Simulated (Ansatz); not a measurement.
# C₂HClOS: how energies converge with the basis set

The task here is to estimate one member of a computed series from the others.

Program: Ansatz 0.2.0, Gaussian basis. Level of theory: one geometry, several basis sets. These are calculated values, not measurements.

The runs, in order: PBE0-D4/def2-SVP; ωB97M-V/def2-SVP; PBE0-D4/def2-QZVPP; ωB97M-V/def2-QZVPP; the functionals' def2-TZVPP values are taken from earlier runs.

## The geometry

All runs share one geometry, relaxed beforehand with PBE0-D4 in a triple-zeta def2 set.

SMILES `S=C1OC1Cl`, 6 atoms, charge 0, spin multiplicity 1.

Atoms are counted from 1 here; the program's logs count them from 0.

Bond lengths: S1–C2 1.584 Å, C2–O3 1.331 Å, C2–C4 1.440 Å, O3–C4 1.459 Å, C4–Cl5 1.726 Å, C4–H6 1.084 Å. Angles: S1–C2–O3 140.6°, S1–C2–C4 155.9°, O3–C2–C4 63.4°, C2–O3–C4 61.9°, C2–C4–O3 54.7°, C2–C4–Cl5 121.4°, C2–C4–H6 122.4°, O3–C4–Cl5 116.7°, O3–C4–H6 114.3°, Cl5–C4–H6 113.2°.

The first run:

Input file in.yaml:

```yaml
crystal:
  periodic: [false, false, false]
  atoms:
    - {symbol: S, position_ang: [-0.684076, -1.636265, 1.568051]}
    - {symbol: C, position_ang: [-0.411376, -0.599994, 0.400924]}
    - {symbol: O, position_ang: [-1.050598, 0.045592, -0.571860]}
    - {symbol: C, position_ang: [0.375967, 0.301138, -0.399599]}
    - {symbol: Cl, position_ang: [0.818938, 1.865829, 0.178750]}
    - {symbol: H, position_ang: [0.993244, -0.040199, -1.222365]}
basis:
  gaussian: {orbitals: def2-SVP}
hamiltonian: {xc: pbe0, dispersion: d4}
output: {orbitals: {seedname: orbitals}}
```

Launch:

```
$ ansatz run in.yaml --threads 2 --pin off --events-out ev --progress --plain --max-ram 4352MiB
```

Among the steps run: PBE0-D4 in def2-SVP; ωB97M-V in def2-SVP; PBE0-D4 in def2-QZVPP; ωB97M-V in def2-QZVPP.

One of the session's tables, all rows but one given; the rest of the session is left out.

It belongs to the step «Functionals by basis». 

```
functional       basis  HOMO (eV)  LUMO (eV)
   PBE0-D4    def2-SVP      -7.13      -1.94
   PBE0-D4  def2-TZVPP      -7.24      -2.13
   PBE0-D4  def2-QZVPP          ?          ?
   ωB97M-V    def2-SVP      -9.24       0.37
   ωB97M-V  def2-TZVPP      -9.40       0.10
   ωB97M-V  def2-QZVPP      -9.45       0.00
```

Estimate the missing values for PBE0-D4, def2-QZVPP.

As computed: HOMO (eV): -7.29; LUMO (eV): -2.19. In the column «HOMO (eV)» it lies between ωB97M-V, def2-SVP (-9.24) and PBE0-D4, def2-TZVPP (-7.24).
